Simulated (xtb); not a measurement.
# CH3NO (formaldoxime) at GFN2-xTB

Aim: an optimisation with harmonic vibrations of CH3NO (formaldoxime). 

The calculation is run with xtb 6.7.1.

7 further runs of the same task are left out: 7 set aside as unsound or not needed.

## 1. Starting point

CH3NO has 6 atoms, charge 0, and is taken as a singlet. As SMILES, `C=NO`. The coordinates come from a PBE0-D4/def2-TZVP relaxation. This is one conformer, not always the lowest. The run starts from this shape.

Bond lengths: C1–N2 1.263 Å, N2–O3 1.378 Å, C1–H4 1.083 Å, C1–H5 1.089 Å, O3–H6 0.961 Å. Angles: C1–N2–O3 112.0°, N2–C1–H4 116.5°, N2–C1–H5 122.7°, N2–O3–H6 103.2°, H4–C1–H5 120.7°.

## 2. An optimisation with harmonic vibrations at GFN2-xTB

Input file .CHRG:

```
0
```

Input file .UHF:

```
0
```

Input file mol.xyz:

```xyz
6

C     -0.641460     0.275060    -0.529500
N     -0.060370    -0.588400     0.185960
O      1.092090    -0.094130     0.757850
H     -1.557810    -0.036720    -1.015390
H     -0.256650     1.285210    -0.662960
H      1.424190    -0.841030     1.264030
```

Launch:

```
xtb mol.xyz --ohess vtight --gfn 2 > out.txt 2> xtb.err
```

Q: Predict the results. Wanted: total energy at the end; dipole moment; HOMO energy; LUMO energy; HOMO–LUMO gap; dispersion energy; mean polarisability; lowest harmonic wavenumber; highest harmonic wavenumber.

Answer, from the run:

Level: GFN2-xTB.

```
                      quantity         value
       total energy at the end  -10.57693 Eh
                 dipole moment        0.31 D
                   HOMO energy     -10.83 eV
                   LUMO energy      -6.66 eV
                 HOMO–LUMO gap       4.17 eV
             dispersion energy  -4.28 kJ/mol
mean polarisability (D4 model)    27.9 bohr³
    lowest harmonic wavenumber      433 cm⁻¹
   highest harmonic wavenumber     3494 cm⁻¹
             zero-point energy  111.8 kJ/mol
```

**Reading.** At the final geometry: Bond lengths: C1–N2 1.256 Å, N2–O3 1.388 Å, C1–H4 1.076 Å, C1–H5 1.086 Å, O3–H6 0.968 Å. Angles: C1–N2–O3 116.0°, N2–C1–H4 116.5°, N2–C1–H5 124.4°, N2–O3–H6 104.7°, H4–C1–H5 119.2°. All 12 modes are real, so the shape is a minimum at this level. Mulliken charges run from -0.34 on O3 to +0.31 on H6.
